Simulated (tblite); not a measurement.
Compound: C4H6NS (doublet state).
Geometry (GFN2-xTB, Å), atoms numbered from 1 in this order:
```xyz
12
C4H6NS angstrom
N      0.5380    2.1369   -0.6476
C      0.0725    1.0837   -0.2986
C     -1.1538    0.5484    0.4402
C     -0.6477   -0.8915    0.3127
C      0.5625   -0.3971   -0.4771
S      2.1622   -0.7413    0.2735
H     -1.2144    0.9393    1.4537
H     -2.0716    0.7743   -0.0984
H     -0.3791   -1.3508    1.2616
H     -1.2976   -1.5659   -0.2406
H      0.5863   -0.6633   -1.5331
H      2.8438    0.1266   -0.4724
```

Computed values, GFN2-xTB/tblite, gas phase, harmonic and unscaled. The method is semi-empirical: single wavenumbers can be off by several per cent or more. Modes of hydrogen on sulfur can be 10 to 20 % off. One conformer, not necessarily the lowest. Open shells enter through the occupations alone, without spin polarisation, and single modes of such species can be off by tens of per cent.

Harmonic wavenumbers (cm⁻¹): 65.4, 165.9, 234.2, 283.1, 380.9, 473.3, 587.0, 694.8, 762.5, 773.3, 838.6, 905.7, 973.4, 1012.9, 1046.3, 1093.9, 1101.2, 1167.3, 1190.9, 1205.2, 1250.9, 1418.5, 1469.1, 1890.8, 2430.4, 2963.8, 3007.2, 3014.9, 3024.7, 3028.9.

A = 4597, B = 2541, C = 1793 MHz; mass 100.022 u (most abundant isotopes); point group C1, symmetry number 1; spin multiplicity 2.

Task: Zero-point energy?

Result: ½Σν̃ = 19228 cm⁻¹ = 54.97 kcal/mol.

Task: Entropy at 273.15 K, 1 bar (ideal gas, RRHO, classical rotation)?

Result: Translation 39.31, rotation 26.87, vibration 12.62, spin (R ln 2) 1.38: S = 80.2 cal/(mol K).

Task: And Cp and H(273.15 K) − H(0)?

Result: Cp = 23.50 cal/(mol K), of which vibrations give 15.55 (their classical limit is 30 R = 59.6); H(273.15 K) − H(0) = 4.12 kcal/mol without the zero-point energy, 1.95 from vibrations.

Task: Which modes carry the vibrational entropy at 273.15 K?

Result: 65.4 cm⁻¹: 4.11; 165.9 cm⁻¹: 2.32; 234.2 cm⁻¹: 1.69; 283.1 cm⁻¹: 1.37; 380.9 cm⁻¹: 0.91; 473.3 cm⁻¹: 0.62 cal/(mol K); the other 24 give 1.61 together.

Task: Blend soft modes into free rotors: weight 1/[1 + (100 cm⁻¹/ν̃)⁴] for the oscillator and the rest for a rotor with moment μB/(μ + B), μ = h/(8π²ν), B = 10⁻⁴⁴ kg m². What vibrational entropy results?

Result: 11.85 cal/(mol K) in place of 12.62, which changes −T·S at 273.15 K by +0.21 kcal/mol.

Task: What must be added to the electronic energy to get the Gibbs energy at 273.15 K and 1 bar?

Result: ZPE + [H(273.15 K) − H(0)] − T·S = 54.97 + 4.12 − 21.90 = 37.19 kcal/mol.

Hindered rotation and anharmonicity are outside this model. Other conformers, if any are populated, would add a mixing term that is left out. The structure is chiral; the term R ln 2 for an equal mix with its mirror image is left out.
